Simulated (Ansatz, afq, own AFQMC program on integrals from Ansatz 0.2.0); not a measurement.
**SiNH, triplet: AFQMC among the cluster methods**

```xyz
3

Si    0.0000    0.0220    0.4798
N     0.0000   -0.0934   -0.8532
H     0.0000    0.6835   -1.5138
```

Connectivity, by distances: Si–NH.

Basis cc-pVDZ. Only valence electrons are correlated. Integrals, coupled cluster, full CI and functionals: Ansatz 0.2.0; the random walks run on the same integrals in our own AFQMC program. ph-AFQMC/CISD is guided by a CISD state made of CCSD amplitudes; releasing the constraint for a short imaginary time cuts its bias at the price of noise, slowly where states lie close. Error bars are statistical, one sigma.

Determinant: UHF, the one that the program's search chose, which needn't be the lowest solution. The geometry is a point of a scan.

No full CI on the walks' own integrals is used here; CCSDT(Q) serves as the reference and is uncertain by about the last step of the cluster series.

Cautions: lower spins were not checked; higher spins were not checked; raised T1 diagnostic (T1 0.043, weight of the determinant 0.87, largest double 0.07).

The T1 diagnostic is 0.0433 and the weight of the determinant in the CISD state is 0.870. The ⟨S²⟩ of the determinant is 2.025 and the size of the correlated space is 10 electrons in 31 orbitals.

Reference: CCSDT(Q), correlation energy -6.666 eV. The released energy is read at 2.40 1/Eh (meV from the phaseless value at times in 1/Eh: -28 ± 22 at 0.24, -43 ± 22 at 0.51, -39 ± 18 at 0.99, -34 ± 24 at 1.62, 4 ± 29 at 2.40).

```json
{"level": "HF", "E − E(reference) (mEh)": "244.96", "share of correlation (%)": "0.00"}
{"level": "MP2", "E − E(reference) (mEh)": "27.42", "share of correlation (%)": "88.80"}
{"level": "CCSD", "E − E(reference) (mEh)": "10.85", "share of correlation (%)": "95.57"}
{"level": "CCSD(T)", "E − E(reference) (mEh)": "2.07", "share of correlation (%)": "99.16"}
{"level": "CCSDT", "E − E(reference) (mEh)": "1.05", "share of correlation (%)": "99.57"}
{"level": "ph-AFQMC/CISD", "E − E(reference) (mEh)": "1.52 ± 0.63", "share of correlation (%)": "99.38"}
{"level": "released AFQMC", "E − E(reference) (mEh)": "1.66 ± 1.06", "share of correlation (%)": "99.32"}
```

A walk keeps the symmetry of its determinant, which the program's search chose and which needn't be the lowest solution, so a lower state of the same spin and another symmetry isn't excluded. Released energies are given only where the last usable release times agree within the noise; a slower fall can still hide under it.
